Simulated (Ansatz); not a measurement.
Geometry optimisation, Ansatz, RKS PBE-D4/def2-SVP.

input.yaml

```yaml
crystal:
  periodic: [false, false, false]
  atoms:
    - { symbol: Al, position_ang: [0.0, 0.0, 0.0] }
    - { symbol: "N", position_ang: [0.0, 0.0, 2.27] }
    - { symbol: H, position_ang: [-0.877, -0.2713, 2.8] }
    - { symbol: H, position_ang: [0.877, 0.2713, 2.8] }
    - { symbol: H, position_ang: [1.351, 0.0, -0.78] }
    - { symbol: H, position_ang: [-1.351, 0.0, -0.78] }
    - { symbol: Cl, position_ang: [-0.3164, 2.38, 0.7978] }
    - { symbol: H, position_ang: [-0.1701, 1.2795, 2.0062] }
basis:
  gaussian: { orbitals: def2-SVP }
hamiltonian:
  xc: pbe
  dispersion: d4
relax:
  f_tol: 0.15
  max_steps: 25
  restrain:
    - { distance: [0, 6], at: 2.23, k: 30.0 }
    - { distance: [7, 1], at: 1.06, k: 30.0 }
    - { distance: [0, 1], at: 3.12, k: 30.0 }
    - { distance: [7, 6], at: 2.57, k: 30.0 }
```

Launched with:

```bash
$ ansatz run input.yaml --threads 1 --pin off --max-ram 2048MiB --backend cpu --events-out ev --progress --plain --runs-dir out
```

Question: Where does it end, and by what steps?

Answer: The forces met the threshold. The restraints hold the end off the free minimum. After 7 steps the energy has fallen by 1.111 eV (the restraints' own energy left out); Al1 moved furthest, 0.71 Å.

| step | energy less start (eV) | largest force component (eV/Å) | accepted |
| --- | --- | --- | --- |
| 0 | 0.0000 | 2.379 | yes |
| 1 | -0.1858 | 3.811 | yes |
| 2 | -0.3076 | 3.478 | yes |
| 3 | -0.5986 | 2.705 | yes |
| 4 | -0.7947 | 2.295 | yes |
| 5 | -0.9750 | 1.598 | yes |
| 6 | -1.1035 | 1.186 | yes |
| 7 | -1.1111 | 1.020 | yes |

```xyz
8
Properties=species:S:1:pos:R:3
Al -0.060 0.484 -0.520
N -0.033 0.099 2.548
H -0.795 -0.302 3.105
H 0.851 -0.047 3.048
H 1.411 0.016 -0.897
H -1.417 -0.242 -0.919
Cl -0.256 2.526 0.295
H -0.188 1.126 2.455
```

Run time: 13 s on 1 thread of AMD EPYC 7B13 (Zen 3) (shared host), peak memory 0.15 GiB.
